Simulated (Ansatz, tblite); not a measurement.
**Al(PH3)H3 (AlPH₆): a ladder of methods and basis sets**

The task here is to estimate one member of a computed series from the others.

The runs use Ansatz 0.2.0, Gaussian basis; as each input shows.

The runs, in order: GFN1-xTB, GFN2-xTB, PBE-D4/def2-TZVP, r2SCAN-D4/def2-TZVP, r2SCAN0-D4/def2-TZVP, B2PLYP/def2-TZVP, LDA/def2-TZVP, ωB97X-V/def2-TZVP, HF/def2-TZVP, LC-ωPBE/def2-TZVP, CAM-B3LYP-D4/def2-TZVP, PBE-D4/def2-SVP, PBE0-D4/def2-SVP, HF/6-31G, B3LYP-D4/6-31G, PBE0-D4/def2-TZVPD, PBE-D4/def2-TZVPD, r2SCAN-D4/def2-TZVPD, CCSD(T)/def2-TZVPP, MP2/def2-TZVP, RPA/def2-TZVP, CCSD(T)/def2-TZVPD.

### The structure

The singlet was relaxed beforehand with PBE-D4/def2-TZVP.

8 atoms, charge 0, spin multiplicity 1.

Bond lengths: Al1–P2 2.514 Å, Al1–H6 1.607 Å, Al1–H7 1.607 Å, Al1–H8 1.607 Å, P2–H3 1.421 Å, P2–H4 1.421 Å, P2–H5 1.421 Å. Angles: P2–Al1–H6 96.5°, P2–Al1–H7 96.5°, P2–Al1–H8 96.5°, H6–Al1–H7 118.7°, H6–Al1–H8 118.7°, H7–Al1–H8 118.7°, Al1–P2–H3 119.5°, Al1–P2–H4 119.4°, Al1–P2–H5 119.5°, H3–P2–H4 97.9°, H3–P2–H5 97.9°, H4–P2–H5 97.9°.

PBE0-D4/def2-TZVP was run before; its log isn't repeated, and its numbers join the tables.

The first run:

Tight binding, by tblite at 300 K electronic temperature and without a spin-polarisation term:

```python
tblite.interface.Calculator('GFN1-xTB', numbers, positions, charge=0, uhf=0).singlepoint()
```

Tight binding, by tblite at 300 K electronic temperature and without a spin-polarisation term:

```python
tblite.interface.Calculator('GFN2-xTB', numbers, positions, charge=0, uhf=0).singlepoint()
```

start.molden holds the orbitals of an earlier run on this state, given as this run's starting guess.

in.yaml reads:

```yaml
crystal:
  periodic: [false, false, false]
  atoms:
    - {symbol: Al, position_ang: [-0.004282, 0.009853, -1.450788]}
    - {symbol: P, position_ang: [0.002727, -0.006914, 1.063541]}
    - {symbol: H, position_ang: [0.675271, 1.027963, 1.767128]}
    - {symbol: H, position_ang: [0.570609, -1.112186, 1.752144]}
    - {symbol: H, position_ang: [-1.230515, 0.048493, 1.766678]}
    - {symbol: H, position_ang: [1.590885, -0.038276, -1.636754]}
    - {symbol: H, position_ang: [-0.759791, 1.417367, -1.622456]}
    - {symbol: H, position_ang: [-0.844905, -1.346301, -1.639494]}
basis:
  gaussian: {orbitals: def2-TZVP, initial_orbitals: start.molden}
hamiltonian: {xc: pbe, dispersion: d4}
scf: {omitted_lower_state_checks: [starts]}
output: {orbitals: {seedname: orbitals}}
```

On the command line:

```console
$ ansatz run in.yaml --threads 4 --pin off --events-out ev --progress --plain --max-ram 3916MiB
```

Among the steps run: PBE-D4/def2-TZVP; r2SCAN-D4/def2-TZVP; r2SCAN0-D4/def2-TZVP; B2PLYP/def2-TZVP; LDA/def2-TZVP; ωB97X-V/def2-TZVP; HF/def2-TZVP; LC-ωPBE/def2-TZVP; CAM-B3LYP-D4/def2-TZVP; PBE-D4/def2-SVP; PBE0-D4/def2-SVP; HF/6-31G; B3LYP-D4/6-31G; PBE0-D4/def2-TZVPD; PBE-D4/def2-TZVPD; r2SCAN-D4/def2-TZVPD; CCSD(T)/def2-TZVPP; MP2/def2-TZVP; RPA/def2-TZVP; CCSD(T)/def2-TZVPD.

One of the session's tables, all rows but one given; the rest of the session is left out.

| level | HOMO (eV) | gap (eV) |
| --- | --- | --- |
| HF/6-31G | -10.82 | 13.58 |
| HF/def2-TZVP | -10.92 | 13.47 |
| LDA/def2-TZVP | -6.64 | 5.31 |
| PBE-D4/def2-SVP | -6.52 | 5.62 |
| PBE-D4/def2-TZVP | -6.61 | 5.39 |
| PBE-D4/def2-TZVPD | -6.62 | 5.35 |
| r2SCAN-D4/def2-TZVP | -6.90 | 5.93 |
| r2SCAN-D4/def2-TZVPD | -6.90 | 5.91 |
| B3LYP-D4/6-31G | -7.56 | 7.50 |
| PBE0-D4/def2-SVP | -7.77 | 7.78 |
| PBE0-D4/def2-TZVP | -7.83 | 7.52 |
| PBE0-D4/def2-TZVPD | -7.83 | 7.36 |
| r2SCAN0-D4/def2-TZVP | -8.03 | 7.87 |
| CAM-B3LYP-D4/def2-TZVP | -9.23 | 9.99 |
| LC-ωPBE/def2-TZVP | ? | ? |
| ωB97X-V/def2-TZVP | -10.27 | 12.04 |

**Question.** Estimate the row for LC-ωPBE/def2-TZVP.

**Answer.** HOMO (eV): -10.61; gap (eV): 12.53. In the column «HOMO (eV)» it lies between HF/6-31G (-10.82) and ωB97X-V/def2-TZVP (-10.27).
